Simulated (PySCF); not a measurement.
silicon monosulfide, SSi, SMILES [Si-]#[S+], point group C∞v.

Level: PBE0/pcSseg-2 in PySCF (density fitting, grid level 2); geometry and Hessian at that level, cubic constants and property derivatives from steps of ±0.6 along each species' dimensionless normal coordinates, second-order vibrational perturbation theory. The parent has the commonest isotopes.

Equilibrium geometry (Å):

| atom | x | y | z |
| --- | --- | --- | --- |
| Si1 | 0.9691 | -0.0140 | -0.0084 |
| S2 | -0.9581 | 0.0191 | -0.0482 |

(1) Give the equilibrium and ground-state rotational constants (MHz) of parent; ³⁴S at 2; ³⁰Si at 1; ³⁰Si at 1, ³⁴S at 2.

(2) And its quartic centrifugal distortion constants from the harmonic force field?

Results:

(1) 
```csv
species,Be,B0,harmonic ZPE (cm⁻¹)
parent,9113.5,9092.8,384
³⁴S at 2,8863.6,8843.8,378
³⁰Si at 1,8789.7,8770.1,377
"³⁰Si at 1, ³⁴S at 2",8539.8,8521,371
```

(2) Linear top: D = 5.72 kHz.
